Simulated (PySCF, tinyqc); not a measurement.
Worked calculation: RHF in the sto-3g basis, for H2F+, spin multiplicity 1. The lowest restricted solution is unstable here: a spin-polarised one lies 0.0010 hartree lower (PySCF). One step of it, computed by the program tinyqc.

Question. Iteration 2: building the Fock matrix. J_ij = sum D_kl (ij|kl), K_ij = sum D_kl (ik|jl); F = H + J - 0.5 K; E = tr D H + tr D J / 2 - 0.25 tr D K + E_nn.

D after iteration 1, lower triangle:
```
,1F 1s,1F 2s,1F 2px,1F 2py,1F 2pz,2H 1s,3H 1s
1F 1s,2.122368
1F 2s,-0.516849,2.182660
1F 2px,0.000000,0.000000,2.000000
1F 2py,0.000000,0.000000,0.000000,2.046546
1F 2pz,-0.007084,0.037647,0.000000,0.000000,2.021887
2H 1s,0.019561,-0.081403,0.000000,-0.088347,-0.057749,0.008421
3H 1s,0.019561,-0.081403,0.000000,0.088347,-0.057749,0.000793,0.008421
```

core Hamiltonian H = T + V (hartree), lower triangle:
```
,1F 1s,1F 2s,1F 2px,1F 2py,1F 2pz,2H 1s,3H 1s
1F 1s,-40.792903
1F 2s,-9.572419,-11.270998
1F 2px,0.000000,0.000000,-8.942511
1F 2py,0.000000,0.000000,0.000000,-8.993826
1F 2pz,-0.007796,-0.097406,0.000000,0.000000,-8.969182
2H 1s,-0.678398,-1.763222,0.000000,-1.052781,-0.775124,-4.135387
3H 1s,-0.678398,-1.763222,0.000000,1.052781,-0.775124,-0.460814,-4.135387
```

Two-electron integrals (ij|kl) in chemists' order, unique and non-zero (hartree):
```
i,j,k,l,(ij|kl)
1,1,1,1,5.403501
2,1,1,1,0.841920
2,1,2,1,0.156299
2,2,1,1,1.268028
2,2,2,1,0.292344
2,2,2,2,0.926167
3,1,3,1,0.027998
3,2,3,1,0.043169
3,2,3,2,0.204588
3,3,1,1,1.264502
3,3,2,1,0.292403
3,3,2,2,0.925959
3,3,3,3,0.997514
4,1,4,1,0.027998
4,2,4,1,0.043169
4,2,4,2,0.204588
4,3,4,3,0.053770
4,4,1,1,1.264502
4,4,2,1,0.292403
4,4,2,2,0.925959
4,4,3,3,0.889973
4,4,4,4,0.997514
5,1,5,1,0.027998
5,2,5,1,0.043169
5,2,5,2,0.204588
5,3,5,3,0.053770
5,4,5,4,0.053770
5,5,1,1,1.264502
5,5,2,1,0.292403
5,5,2,2,0.925959
5,5,3,3,0.889973
5,5,4,4,0.889973
5,5,5,5,0.997514
6,1,1,1,0.059836
6,1,2,1,0.011024
6,1,2,2,0.020522
6,1,3,3,0.020494
6,1,4,1,0.000340
6,1,4,2,0.000645
6,1,4,4,0.020551
6,1,5,1,0.000245
6,1,5,2,0.000465
6,1,5,4,0.000041
6,1,5,5,0.020523
6,1,6,1,0.000784
6,2,1,1,0.172946
6,2,2,1,0.040501
6,2,2,2,0.145933
6,2,3,3,0.143759
6,2,4,1,0.002189
6,2,4,2,0.018216
6,2,4,4,0.147953
6,2,5,1,0.001578
6,2,5,2,0.013133
6,2,5,4,0.003024
6,2,5,5,0.145939
6,2,6,1,0.002899
6,2,6,2,0.029983
6,3,3,1,0.003975
6,3,3,2,0.024589
6,3,4,3,0.003693
6,3,5,3,0.002662
6,3,6,3,0.004194
6,4,1,1,0.102922
6,4,2,1,0.024390
6,4,2,2,0.094247
6,4,3,3,0.090454
6,4,4,1,0.005098
6,4,4,2,0.035436
6,4,4,4,0.100397
6,4,5,1,0.000810
6,4,5,2,0.007820
6,4,5,4,0.004506
6,4,5,5,0.091783
6,4,6,1,0.001805
6,4,6,2,0.023892
6,4,6,4,0.023145
6,5,1,1,0.074200
6,5,2,1,0.017584
6,5,2,2,0.067945
6,5,3,3,0.065211
6,5,4,1,0.000810
6,5,4,2,0.007820
6,5,4,4,0.067055
6,5,5,1,0.004559
6,5,5,2,0.030227
6,5,5,4,0.005022
6,5,5,5,0.071493
6,5,6,1,0.001301
6,5,6,2,0.017224
6,5,6,4,0.013662
6,5,6,5,0.014044
6,6,1,1,0.381273
6,6,2,1,0.090691
6,6,2,2,0.377845
6,6,3,3,0.367527
6,6,4,1,0.005140
6,6,4,2,0.061518
6,6,4,4,0.387738
6,6,5,1,0.003705
6,6,5,2,0.044350
6,6,5,4,0.014571
6,6,5,5,0.378031
6,6,6,1,0.006504
6,6,6,2,0.106973
6,6,6,4,0.100194
6,6,6,5,0.072233
6,6,6,6,0.774606
7,1,1,1,0.059836
7,1,2,1,0.011024
7,1,2,2,0.020522
7,1,3,3,0.020494
7,1,4,1,-0.000340
7,1,4,2,-0.000645
7,1,4,4,0.020551
7,1,5,1,0.000245
7,1,5,2,0.000465
7,1,5,4,-0.000041
7,1,5,5,0.020523
7,1,6,1,0.000776
7,1,6,2,0.002827
7,1,6,4,0.001643
7,1,6,5,0.001271
7,1,6,6,0.006329
7,1,7,1,0.000784
7,2,1,1,0.172946
7,2,2,1,0.040501
7,2,2,2,0.145933
7,2,3,3,0.143759
7,2,4,1,-0.002189
7,2,4,2,-0.018216
7,2,4,4,0.147953
7,2,5,1,0.001578
7,2,5,2,0.013133
7,2,5,4,-0.003024
7,2,5,5,0.145939
7,2,6,1,0.002827
7,2,6,2,0.023771
7,2,6,4,0.013251
7,2,6,5,0.013220
7,2,6,6,0.067738
7,2,7,1,0.002899
7,2,7,2,0.029983
7,3,3,1,0.003975
7,3,3,2,0.024589
7,3,4,3,-0.003693
7,3,5,3,0.002662
7,3,6,3,0.003191
7,3,7,3,0.004194
7,4,1,1,-0.102922
7,4,2,1,-0.024390
7,4,2,2,-0.094247
7,4,3,3,-0.090454
7,4,4,1,0.005098
7,4,4,2,0.035436
7,4,4,4,-0.100397
7,4,5,1,-0.000810
7,4,5,2,-0.007820
7,4,5,4,0.004506
7,4,5,5,-0.091783
7,4,6,1,-0.001643
7,4,6,2,-0.013251
7,4,6,4,-0.004455
7,4,6,5,-0.007272
7,4,6,6,-0.036739
7,4,7,1,-0.001805
7,4,7,2,-0.023892
7,4,7,4,0.023145
7,5,1,1,0.074200
7,5,2,1,0.017584
7,5,2,2,0.067945
7,5,3,3,0.065211
7,5,4,1,-0.000810
7,5,4,2,-0.007820
7,5,4,4,0.067055
7,5,5,1,0.004559
7,5,5,2,0.030227
7,5,5,4,-0.005022
7,5,5,5,0.071493
7,5,6,1,0.001271
7,5,6,2,0.013220
7,5,6,4,0.007272
7,5,6,5,0.010458
7,5,6,6,0.041268
7,5,7,1,0.001301
7,5,7,2,0.017224
7,5,7,4,-0.013662
7,5,7,5,0.014044
7,6,1,1,0.040849
7,6,2,1,0.009676
7,6,2,2,0.038679
7,6,3,3,0.037939
7,6,4,4,0.038557
7,6,5,1,0.000571
7,6,5,2,0.006016
7,6,5,5,0.039503
7,6,6,1,0.000686
7,6,6,2,0.008268
7,6,6,4,0.005879
7,6,6,5,0.005498
7,6,6,6,0.035207
7,6,7,1,0.000686
7,6,7,2,0.008268
7,6,7,4,-0.005879
7,6,7,5,0.005498
7,6,7,6,0.003179
7,7,1,1,0.381273
7,7,2,1,0.090691
7,7,2,2,0.377845
7,7,3,3,0.367527
7,7,4,1,-0.005140
7,7,4,2,-0.061518
7,7,4,4,0.387738
7,7,5,1,0.003705
7,7,5,2,0.044350
7,7,5,4,-0.014571
7,7,5,5,0.378031
7,7,6,1,0.006329
7,7,6,2,0.067738
7,7,6,4,0.036739
7,7,6,5,0.041268
7,7,6,6,0.236338
7,7,7,1,0.006504
7,7,7,2,0.106973
7,7,7,4,-0.100194
7,7,7,5,0.072233
7,7,7,6,0.035207
7,7,7,7,0.774606
```

nuclear repulsion = 7.14776169 hartree

Give: Coulomb J; exchange K; Fock matrix F; total energy of this density.

Answer.

Coulomb J (hartree), lower triangle:
```
,1F 1s,1F 2s,1F 2px,1F 2py,1F 2pz,2H 1s,3H 1s
1F 1s,20.9405
1F 2s,4.0144,9.9412
1F 2px,0.0000,0.0000,9.9324
1F 2py,0.0000,0.0000,0.0000,9.9324
1F 2pz,0.0011,0.0016,0.0000,0.0000,9.9323
2H 1s,0.2833,1.5129,0.0000,0.9594,0.6916,3.7797
3H 1s,0.2833,1.5129,0.0000,-0.9594,0.6916,0.3908,3.7797
```

exchange K (hartree), lower triangle:
```
,1F 1s,1F 2s,1F 2px,1F 2py,1F 2pz,2H 1s,3H 1s
1F 1s,11.1099
1F 2s,1.9473,3.2393
1F 2px,0.0000,0.0000,2.6656
1F 2py,0.0000,0.0000,0.0000,2.6718
1F 2pz,0.0004,0.0058,0.0000,0.0000,2.6683
2H 1s,0.1470,0.4499,0.0000,0.2229,0.1605,0.1120
3H 1s,0.1470,0.4499,0.0000,-0.2229,0.1605,0.0587,0.1120
```

Fock matrix F (hartree), lower triangle:
```
,1F 1s,1F 2s,1F 2px,1F 2py,1F 2pz,2H 1s,3H 1s
1F 1s,-25.4074
1F 2s,-6.5317,-2.9495
1F 2px,0.0000,0.0000,-0.3429
1F 2py,0.0000,0.0000,0.0000,-0.3973
1F 2pz,-0.0069,-0.0987,0.0000,0.0000,-0.3710
2H 1s,-0.4686,-0.4752,0.0000,-0.2048,-0.1638,-0.4117
3H 1s,-0.4686,-0.4752,0.0000,0.2048,-0.1638,-0.0993,-0.4117
```

total energy of this density = -98.032062 hartree
